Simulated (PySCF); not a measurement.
## Core binding energy against partial charge

Species: C5H11N.
Numbering: `[CH3:1][N:2]1[CH2:3][CH2:4][CH2:5][CH2:6]1`

Binding energies: PySCF, delta-SCF UKS SCAN, pcX-2 on the ionised atom, pcseg-1 elsewhere, spin-free X2C. Charges: PBE0/pcSseg-1 ground-state density, for the ionised atom.

```csv
atom,environment,C 1s (eV),Mulliken (e),IAO (e),Hirshfeld (e),ESP (e)
C4,ring CH2 carbon,290.42,-0.230,-0.262,-0.069,-0.085
C3,sp3 carbon bound to nitrogen,291.03,-0.017,-0.146,-0.028,-0.055
C1,N-methyl carbon,291.22,-0.090,-0.297,-0.072,-0.553
```

Give the correlation coefficient and slope of binding energy on charge for each scheme.

Mulliken: r = 0.84, slope 3.3 eV per e; Hirshfeld: r = 0.25, slope 4.3 eV per e; IAO: r = 0.08, slope 0.4 eV per e; ESP: r = -0.64, slope -1.0 eV per e. Mulliken charges have the highest r, on only 3 points.

The point-charge model writes a binding energy as kq + V + constant, with V the potential of the other atoms' charges at the site. What does it give with the Mulliken charges?

V = Σ 14.40 eV Å × q/r over all other atoms: +1.55 eV at C4, -2.49 eV at C3, -0.47 eV at C1. Fitting binding energy − V to q gives k = 21.6 eV per e and leaves an rms residual of 0.11 eV, against 0.18 eV for the fit on q alone. The model has no term for differences in relaxation between sites.

One conformer (not necessarily the lowest) at the PBE0-D3(BJ)/def2-SVP geometry, without solvent, vibrations or thermal averaging.
